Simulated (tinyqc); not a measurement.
UHF in the sto-6g basis, for LiH+, spin multiplicity 2, step by step (part 1 of 3). Computed by tinyqc, a small Python program that keeps every step (integrals from PySCF). Settings: charge = 1, multiplicity = 2, basis = sto-6g, energy threshold = 1e-08, iteration cap = 69, orthogonalisation = symmetric, start = Wolfsberg-Helmholz matrix, DIIS depth = 6, damping = 0.3, method = UHF. Command: `OMP_NUM_THREADS=1 python tinyqc.py 26767 26768 out.jsonl` (the two numbers bound the seeds that draw the settings). One thread of a shared host (Intel(R) Xeon(R) Processor @ 2.60GHz), about 0.2 s of CPU time with the checks. Later iterations appear only in the table of the cycle.

## One-electron integrals

Geometry (angstrom):
```
atom         x         y         z
Li    0.000000  0.000000  0.000000
H     0.000000  0.000000  1.992000
```

Basis sto-6g: exponents (1/bohr^2) and contraction coefficients of normalised primitives:
```
element  l (shell)    exponent  coefficient
Li           s (1)  167.175846     0.009164
Li           s (1)   30.651508     0.049361
Li           s (1)    8.575187     0.168538
Li           s (1)    2.945808     0.370563
Li           s (1)    1.143944     0.416492
Li           s (1)    0.471139     0.130334
Li           s (2)    6.597564    -0.013253
Li           s (2)    1.305830    -0.046992
Li           s (2)    0.405851    -0.033785
Li           s (2)    0.156146     0.250242
Li           s (2)    0.067814     0.595117
Li           s (2)    0.031084     0.240706
Li           p (3)    6.597564     0.003760
Li           p (3)    1.305830     0.037679
Li           p (3)    0.405851     0.173897
Li           p (3)    0.156146     0.418036
Li           p (3)    0.067814     0.425860
Li           p (3)    0.031084     0.101708
H            s (1)   35.523221     0.009164
H            s (1)    6.513144     0.049361
H            s (1)    1.822143     0.168538
H            s (1)    0.625955     0.370563
H            s (1)    0.243077     0.416492
H            s (1)    0.100112     0.130334
```

Overlap, kinetic and nuclear-attraction integrals over the contracted functions; the nuclear repulsion is the sum of Za Zb / Rab.

nuclear repulsion = 0.79695363 hartree

overlap S, order 1Li 1s, 1Li 2s, 1Li 2px, 1Li 2py, 1Li 2pz, 2H 1s:
```
[[1.000000, 0.235742, 0.000000, 0.000000, 0.000000, 0.029154],
 [0.235742, 1.000000, 0.000000, 0.000000, 0.000000, 0.303397],
 [0.000000, 0.000000, 1.000000, 0.000000, 0.000000, 0.000000],
 [0.000000, 0.000000, 0.000000, 1.000000, 0.000000, 0.000000],
 [0.000000, 0.000000, 0.000000, 0.000000, 1.000000, 0.422070],
 [0.029154, 0.303397, 0.000000, 0.000000, 0.422070, 1.000000]]
```

kinetic energy T (hartree), order 1Li 1s, 1Li 2s, 1Li 2px, 1Li 2py, 1Li 2pz, 2H 1s:
```
[[3.616742, -0.110723, 0.000000, 0.000000, 0.000000, -0.010338],
 [-0.110723, 0.106524, 0.000000, 0.000000, 0.000000, 0.020436],
 [0.000000, 0.000000, 0.320007, 0.000000, 0.000000, 0.000000],
 [0.000000, 0.000000, 0.000000, 0.320007, 0.000000, 0.000000],
 [0.000000, 0.000000, 0.000000, 0.000000, 0.320007, 0.071521],
 [-0.010338, 0.020436, 0.000000, 0.000000, 0.071521, 0.768522]]
```

nuclear attraction V (hartree), order 1Li 1s, 1Li 2s, 1Li 2px, 1Li 2py, 1Li 2pz, 2H 1s:
```
[[-8.332796, -0.890985, 0.000000, 0.000000, -0.010980, -0.116250],
 [-0.890985, -1.450451, 0.000000, 0.000000, -0.099310, -0.500612],
 [0.000000, 0.000000, -1.424709, 0.000000, 0.000000, 0.000000],
 [0.000000, 0.000000, 0.000000, -1.424709, 0.000000, 0.000000],
 [-0.010980, -0.099310, 0.000000, 0.000000, -1.501783, -0.706575],
 [-0.116250, -0.500612, 0.000000, 0.000000, -0.706575, -2.036117]]
```

core Hamiltonian H = T + V (hartree), order 1Li 1s, 1Li 2s, 1Li 2px, 1Li 2py, 1Li 2pz, 2H 1s:
```
[[-4.716053, -1.001708, 0.000000, 0.000000, -0.010980, -0.126588],
 [-1.001708, -1.343928, 0.000000, 0.000000, -0.099310, -0.480175],
 [0.000000, 0.000000, -1.104701, 0.000000, 0.000000, 0.000000],
 [0.000000, 0.000000, 0.000000, -1.104701, 0.000000, 0.000000],
 [-0.010980, -0.099310, 0.000000, 0.000000, -1.181775, -0.635055],
 [-0.126588, -0.480175, 0.000000, 0.000000, -0.635055, -1.267595]]
```

## Two-electron integrals

Functions are numbered as in S; the eight-fold symmetry (ij|kl) = (ji|kl) = (kl|ij) leaves the list below.

Two-electron integrals (ij|kl) in chemists' order, unique and non-zero (hartree):
```
(11|11) 1.681247   (21|11) 0.242603   (21|21) 0.044507   (22|11) 0.397190
(22|21) 0.090279   (22|22) 0.290625   (31|31) 0.009437   (32|31) 0.014261
(32|32) 0.064236   (33|11) 0.397190   (33|21) 0.090279   (33|22) 0.290625
(33|33) 0.313125   (41|41) 0.009437   (42|41) 0.014261   (42|42) 0.064236
(43|43) 0.016875   (44|11) 0.397190   (44|21) 0.090279   (44|22) 0.290625
(44|33) 0.279374   (44|44) 0.313125   (51|51) 0.009437   (52|51) 0.014261
(52|52) 0.064236   (53|53) 0.016875   (54|54) 0.016875   (55|11) 0.397190
(55|21) 0.090279   (55|22) 0.290625   (55|33) 0.279374   (55|44) 0.279374
(55|55) 0.313125   (61|11) 0.029535   (61|21) 0.005330   (61|22) 0.011015
(61|33) 0.010856   (61|44) 0.010856   (61|51) 0.000717   (61|52) 0.001487
(61|55) 0.011331   (61|61) 0.000708   (62|11) 0.098310   (62|21) 0.022790
(62|22) 0.081234   (62|33) 0.076715   (62|44) 0.076715   (62|51) 0.003786
(62|52) 0.024932   (62|55) 0.090270   (62|61) 0.003354   (62|62) 0.041880
(63|31) 0.001602   (63|32) 0.008067   (63|53) 0.003465   (63|63) 0.002446
(64|41) 0.001602   (64|42) 0.008067   (64|54) 0.003465   (64|64) 0.002446
(65|11) 0.128939   (65|21) 0.030126   (65|22) 0.110531   (65|33) 0.102941
(65|44) 0.102941   (65|51) 0.005891   (65|52) 0.038628   (65|55) 0.125711
(65|61) 0.004589   (65|62) 0.061915   (65|65) 0.092356   (66|11) 0.265458
(66|21) 0.062488   (66|22) 0.245200   (66|33) 0.224100   (66|44) 0.224100
(66|51) 0.010793   (66|52) 0.090685   (66|55) 0.287401   (66|61) 0.009552
(66|62) 0.164207   (66|65) 0.250379   (66|66) 0.774999
```

## Orthogonalisation

S = U s U^T; symmetric (Loewdin) form X = U s^(-1/2) U^T, so that X^T S X = 1.

eigenvalues of S: [0.467158, 0.807791, 1.000000, 1.000000, 1.176087, 1.548965]

X, order 1Li 1s, 1Li 2s, 1Li 2px, 1Li 2py, 1Li 2pz, 2H 1s:
```
[[1.022327, -0.127018, 0.000000, 0.000000, -0.006583, 0.016753],
 [-0.127018, 1.067176, 0.000000, 0.000000, 0.061759, -0.188308],
 [0.000000, 0.000000, 1.000000, 0.000000, 0.000000, 0.000000],
 [0.000000, 0.000000, 0.000000, 1.000000, 0.000000, 0.000000],
 [-0.006583, 0.061759, 0.000000, 0.000000, 1.083930, -0.256850],
 [0.016753, -0.188308, 0.000000, 0.000000, -0.256850, 1.127870]]
```

## Starting guess

The start is the generalised Wolfsberg-Helmholz matrix (K = 1.75) built on H; D(s) = C_occ C_occ^T for each spin.

D(alpha) at the start, order 1Li 1s, 1Li 2s, 1Li 2px, 1Li 2py, 1Li 2pz, 2H 1s:
```
[[0.989219, 0.013318, 0.000000, 0.000000, -0.042808, -0.066417],
 [0.013318, 0.079061, 0.000000, 0.000000, 0.124910, 0.172859],
 [0.000000, 0.000000, 0.000000, 0.000000, 0.000000, 0.000000],
 [0.000000, 0.000000, 0.000000, 0.000000, 0.000000, 0.000000],
 [-0.042808, 0.124910, 0.000000, 0.000000, 0.201479, 0.279285],
 [-0.066417, 0.172859, 0.000000, 0.000000, 0.279285, 0.387189]]
```

D(beta) at the start, order 1Li 1s, 1Li 2s, 1Li 2px, 1Li 2py, 1Li 2pz, 2H 1s:
```
[[0.979464, 0.040789, 0.000000, 0.000000, 0.001525, -0.004961],
 [0.040789, 0.001699, 0.000000, 0.000000, 0.000064, -0.000207],
 [0.000000, 0.000000, 0.000000, 0.000000, 0.000000, 0.000000],
 [0.000000, 0.000000, 0.000000, 0.000000, 0.000000, 0.000000],
 [0.001525, 0.000064, 0.000000, 0.000000, 0.000002, -0.000008],
 [-0.004961, -0.000207, 0.000000, 0.000000, -0.000008, 0.000025]]
```

## Iteration 1: building the Fock matrix

J_ij = sum D_kl (ij|kl) with D = D(alpha) + D(beta), K_ij = sum D_kl (ik|jl) for each spin; F = H + J - K(s); E = tr D H + tr D J / 2 - 0.5 sum_s tr D(s) K(s) + E_nn.

Coulomb J (hartree), order 1Li 1s, 1Li 2s, 1Li 2px, 1Li 2py, 1Li 2pz, 2H 1s:
```
[[3.652736, 0.556036, 0.000000, 0.000000, 0.011460, 0.069526],
 [0.556036, 1.056897, 0.000000, 0.000000, 0.079965, 0.338824],
 [0.000000, 0.000000, 1.040684, 0.000000, 0.000000, 0.000000],
 [0.000000, 0.000000, 0.000000, 1.040684, 0.000000, 0.000000],
 [0.011460, 0.079965, 0.000000, 0.000000, 1.089326, 0.469783],
 [0.069526, 0.338824, 0.000000, 0.000000, 0.469783, 1.124126]]
```

exchange K(alpha) (hartree), order 1Li 1s, 1Li 2s, 1Li 2px, 1Li 2py, 1Li 2pz, 2H 1s:
```
[[1.673597, 0.257612, 0.000000, 0.000000, -0.000909, 0.033969],
 [0.257612, 0.137550, 0.000000, 0.000000, 0.120986, 0.186945],
 [0.000000, 0.000000, 0.023652, 0.000000, 0.000000, 0.000000],
 [0.000000, 0.000000, 0.000000, 0.023652, 0.000000, 0.000000],
 [-0.000909, 0.120986, 0.000000, 0.000000, 0.196431, 0.271803],
 [0.033969, 0.186945, 0.000000, 0.000000, 0.271803, 0.533210]]
```

exchange K(beta) (hartree), order 1Li 1s, 1Li 2s, 1Li 2px, 1Li 2py, 1Li 2pz, 2H 1s:
```
[[1.666291, 0.255269, 0.000000, 0.000000, -0.000023, 0.032061],
 [0.255269, 0.051193, 0.000000, 0.000000, -0.000014, 0.006411],
 [0.000000, 0.000000, 0.010496, 0.000000, 0.000000, 0.000000],
 [0.000000, 0.000000, 0.000000, 0.010496, 0.000000, 0.000000],
 [-0.000023, -0.000014, 0.000000, 0.000000, 0.010442, 0.000890],
 [0.032061, 0.006411, 0.000000, 0.000000, 0.000890, 0.000914]]
```

F(alpha) (hartree), order 1Li 1s, 1Li 2s, 1Li 2px, 1Li 2py, 1Li 2pz, 2H 1s:
```
[[-2.736914, -0.703284, 0.000000, 0.000000, 0.001389, -0.091031],
 [-0.703284, -0.424581, 0.000000, 0.000000, -0.140331, -0.328296],
 [0.000000, 0.000000, -0.087669, 0.000000, 0.000000, 0.000000],
 [0.000000, 0.000000, 0.000000, -0.087669, 0.000000, 0.000000],
 [0.001389, -0.140331, 0.000000, 0.000000, -0.288881, -0.437075],
 [-0.091031, -0.328296, 0.000000, 0.000000, -0.437075, -0.676678]]
```

F(beta) (hartree), order 1Li 1s, 1Li 2s, 1Li 2px, 1Li 2py, 1Li 2pz, 2H 1s:
```
[[-2.729608, -0.700941, 0.000000, 0.000000, 0.000503, -0.089123],
 [-0.700941, -0.338224, 0.000000, 0.000000, -0.019331, -0.147763],
 [0.000000, 0.000000, -0.074514, 0.000000, 0.000000, 0.000000],
 [0.000000, 0.000000, 0.000000, -0.074514, 0.000000, 0.000000],
 [0.000503, -0.019331, 0.000000, 0.000000, -0.102892, -0.166161],
 [-0.089123, -0.147763, 0.000000, 0.000000, -0.166161, -0.144382]]
```

total energy of this density = -7.67686709 hartree

This density is the starting one.

## Iteration 1: diagonalisation and new density

Diagonalise F' = X^T F X, C = X C', fill 2 alpha and 1 beta electrons from the bottom; D(s) = C_occ C_occ^T; the new density keeps 0.3 of the old one (damping). Each column has its largest component positive (the first on a tie).

F' = X^T F X (alpha) (hartree):
```
[[-2.686774, -0.358251, 0.000000, 0.000000, 0.006835, 0.009668],
 [-0.358251, -0.242893, 0.000000, 0.000000, -0.048066, -0.194851],
 [0.000000, 0.000000, -0.087669, 0.000000, 0.000000, 0.000000],
 [0.000000, 0.000000, 0.000000, -0.087669, 0.000000, 0.000000],
 [0.006835, -0.048066, 0.000000, 0.000000, -0.150546, -0.289859],
 [0.009668, -0.194851, 0.000000, 0.000000, -0.289859, -0.515579]]
```

orbital energies (alpha) (hartree): [-2.738359, -0.743713, -0.139355, -0.087669, -0.087669, 0.025635]

coefficients C (alpha), order 1Li 1s, 1Li 2s, 1Li 2px, 1Li 2py, 1Li 2pz, 2H 1s:
```
[[0.993821, -0.086531, -0.240945, 0.000000, 0.000000, -0.091584],
 [0.025122, 0.226452, 0.959975, 0.000000, 0.000000, 0.469903],
 [0.000000, 0.000000, 0.000000, 0.387111, 0.922033, 0.000000],
 [0.000000, 0.000000, 0.000000, 0.922033, -0.387111, 0.000000],
 [0.001213, 0.278281, -0.372467, 0.000000, 0.000000, 1.014179],
 [-0.001149, 0.768600, -0.209791, 0.000000, 0.000000, -0.859677]]
```

F' = X^T F X (beta) (hartree):
```
[[-2.678745, -0.364132, 0.000000, 0.000000, -0.004097, -0.001303],
 [-0.364132, -0.188282, 0.000000, 0.000000, 0.025228, -0.107337],
 [0.000000, 0.000000, -0.074514, 0.000000, 0.000000, 0.000000],
 [0.000000, 0.000000, 0.000000, -0.074514, 0.000000, 0.000000],
 [-0.004097, 0.025228, 0.000000, 0.000000, -0.036939, -0.153119],
 [-0.001303, -0.107337, 0.000000, 0.000000, -0.153119, -0.044996]]
```

orbital energies (beta) (hartree): [-2.730995, -0.237795, -0.123994, -0.074514, -0.074514, 0.143821]

coefficients C (beta), order 1Li 1s, 1Li 2s, 1Li 2px, 1Li 2py, 1Li 2pz, 2H 1s:
```
[[0.994009, -0.156773, -0.197694, 0.000000, 0.000000, 0.099476],
 [0.024687, 0.537695, 0.797460, 0.000000, 0.000000, -0.518271],
 [0.000000, 0.000000, 0.000000, 0.705160, 0.709048, 0.000000],
 [0.000000, 0.000000, 0.000000, 0.709048, -0.705160, 0.000000],
 [0.001237, 0.339140, -0.579487, 0.000000, 0.000000, -0.891017],
 [-0.003317, 0.536186, -0.243731, 0.000000, 0.000000, 1.013357]]
```

D(alpha) after iteration 1, order 1Li 1s, 1Li 2s, 1Li 2px, 1Li 2py, 1Li 2pz, 2H 1s:
```
[[0.993383, 0.007756, 0.000000, 0.000000, -0.028855, -0.067279],
 [0.007756, 0.060056, 0.000000, 0.000000, 0.081606, 0.173673],
 [0.000000, 0.000000, 0.000000, 0.000000, 0.000000, 0.000000],
 [0.000000, 0.000000, 0.000000, 0.000000, 0.000000, 0.000000],
 [-0.028855, 0.081606, 0.000000, 0.000000, 0.114653, 0.233505],
 [-0.067279, 0.173673, 0.000000, 0.000000, 0.233505, 0.529679]]
```

D(beta) after iteration 1, order 1Li 1s, 1Li 2s, 1Li 2px, 1Li 2py, 1Li 2pz, 2H 1s:
```
[[0.985477, 0.029414, 0.000000, 0.000000, 0.001318, -0.003797],
 [0.029414, 0.000936, 0.000000, 0.000000, 0.000040, -0.000119],
 [0.000000, 0.000000, 0.000000, 0.000000, 0.000000, 0.000000],
 [0.000000, 0.000000, 0.000000, 0.000000, 0.000000, 0.000000],
 [0.001318, 0.000040, 0.000000, 0.000000, 0.000002, -0.000005],
 [-0.003797, -0.000119, 0.000000, 0.000000, -0.000005, 0.000015]]
```

Within a degenerate level the vectors are fixed only up to a rotation; this is one choice.

## Iteration 2: building the Fock matrix

As before.

Coulomb J (hartree), order 1Li 1s, 1Li 2s, 1Li 2px, 1Li 2py, 1Li 2pz, 2H 1s:
```
[[3.645503, 0.553564, 0.000000, 0.000000, 0.011490, 0.069282],
 [0.553564, 1.051872, 0.000000, 0.000000, 0.084221, 0.345358],
 [0.000000, 0.000000, 1.034316, 0.000000, 0.000000, 0.000000],
 [0.000000, 0.000000, 0.000000, 1.034316, 0.000000, 0.000000],
 [0.011490, 0.084221, 0.000000, 0.000000, 1.086987, 0.481123],
 [0.069282, 0.345358, 0.000000, 0.000000, 0.481123, 1.175149]]
```

exchange K(alpha) (hartree), order 1Li 1s, 1Li 2s, 1Li 2px, 1Li 2py, 1Li 2pz, 2H 1s:
```
[[1.676227, 0.253386, 0.000000, 0.000000, 0.000017, 0.033392],
 [0.253386, 0.129408, 0.000000, 0.000000, 0.110080, 0.193045],
 [0.000000, 0.000000, 0.020889, 0.000000, 0.000000, 0.000000],
 [0.000000, 0.000000, 0.000000, 0.020889, 0.000000, 0.000000],
 [0.000017, 0.110080, 0.000000, 0.000000, 0.169606, 0.273449],
 [0.033392, 0.193045, 0.000000, 0.000000, 0.273449, 0.606882]]
```

exchange K(beta) (hartree), order 1Li 1s, 1Li 2s, 1Li 2px, 1Li 2py, 1Li 2pz, 2H 1s:
```
[[1.670917, 0.251758, 0.000000, 0.000000, 0.000044, 0.031330],
 [0.251758, 0.049252, 0.000000, 0.000000, 0.000007, 0.006088],
 [0.000000, 0.000000, 0.010185, 0.000000, 0.000000, 0.000000],
 [0.000000, 0.000000, 0.000000, 0.010185, 0.000000, 0.000000],
 [0.000044, 0.000007, 0.000000, 0.000000, 0.010146, 0.000838],
 [0.031330, 0.006088, 0.000000, 0.000000, 0.000838, 0.000849]]
```

F(alpha) (hartree), order 1Li 1s, 1Li 2s, 1Li 2px, 1Li 2py, 1Li 2pz, 2H 1s:
```
[[-2.746777, -0.701531, 0.000000, 0.000000, 0.000492, -0.090698],
 [-0.701531, -0.421464, 0.000000, 0.000000, -0.125169, -0.327863],
 [0.000000, 0.000000, -0.091274, 0.000000, 0.000000, 0.000000],
 [0.000000, 0.000000, 0.000000, -0.091274, 0.000000, 0.000000],
 [0.000492, -0.125169, 0.000000, 0.000000, -0.264395, -0.427381],
 [-0.090698, -0.327863, 0.000000, 0.000000, -0.427381, -0.699328]]
```

F(beta) (hartree), order 1Li 1s, 1Li 2s, 1Li 2px, 1Li 2py, 1Li 2pz, 2H 1s:
```
[[-2.741468, -0.699903, 0.000000, 0.000000, 0.000465, -0.088636],
 [-0.699903, -0.341308, 0.000000, 0.000000, -0.015096, -0.140905],
 [0.000000, 0.000000, -0.080570, 0.000000, 0.000000, 0.000000],
 [0.000000, 0.000000, 0.000000, -0.080570, 0.000000, 0.000000],
 [0.000465, -0.015096, 0.000000, 0.000000, -0.104934, -0.154770],
 [-0.088636, -0.140905, 0.000000, 0.000000, -0.154770, -0.093295]]
```

total energy of this density = -7.69621113 hartree

This density is a damped mixture and is not idempotent.

## Iteration 2: DIIS over 2 matrices

error matrix X^T (FDS - SDF) X (alpha):
```
[[0.000000, -0.014382, 0.000000, 0.000000, 0.005328, 0.000212],
 [0.014382, 0.000000, 0.000000, 0.000000, -0.009875, 0.027786],
 [0.000000, 0.000000, 0.000000, 0.000000, 0.000000, 0.000000],
 [0.000000, 0.000000, 0.000000, 0.000000, 0.000000, 0.000000],
 [-0.005328, 0.009875, 0.000000, 0.000000, 0.000000, 0.063788],
 [-0.000212, -0.027786, 0.000000, 0.000000, -0.063788, 0.000000]]
```

B (overlaps of the stored error matrices):
```
[[3.7246523e-02, 1.9974656e-02],
 [1.9974656e-02, 1.0874755e-02]]
```

Minimise |sum c_i e_i|^2 with sum c_i = 1: solve [B -1; -1 0][c; lambda] = [0; -1] with B_ij = tr e_i^T e_j summed over both spins, and take F = sum c_i F_i.

DIIS coefficients: [-1.113551, 2.113551]

extrapolated F(alpha) (hartree), order 1Li 1s, 1Li 2s, 1Li 2px, 1Li 2py, 1Li 2pz, 2H 1s:
```
[[-2.757760, -0.699578, 0.000000, 0.000000, -0.000507, -0.090328],
 [-0.699578, -0.417994, 0.000000, 0.000000, -0.108286, -0.327380],
 [0.000000, 0.000000, -0.095287, 0.000000, 0.000000, 0.000000],
 [0.000000, 0.000000, 0.000000, -0.095287, 0.000000, 0.000000],
 [-0.000507, -0.108286, 0.000000, 0.000000, -0.237128, -0.416587],
 [-0.090328, -0.327380, 0.000000, 0.000000, -0.416587, -0.724549]]
```

extrapolated F(beta) (hartree), order 1Li 1s, 1Li 2s, 1Li 2px, 1Li 2py, 1Li 2pz, 2H 1s:
```
[[-2.754674, -0.698747, 0.000000, 0.000000, 0.000423, -0.088094],
 [-0.698747, -0.344743, 0.000000, 0.000000, -0.010380, -0.133269],
 [0.000000, 0.000000, -0.087314, 0.000000, 0.000000, 0.000000],
 [0.000000, 0.000000, 0.000000, -0.087314, 0.000000, 0.000000],
 [0.000423, -0.010380, 0.000000, 0.000000, -0.107209, -0.142086],
 [-0.088094, -0.133269, 0.000000, 0.000000, -0.142086, -0.036407]]
```
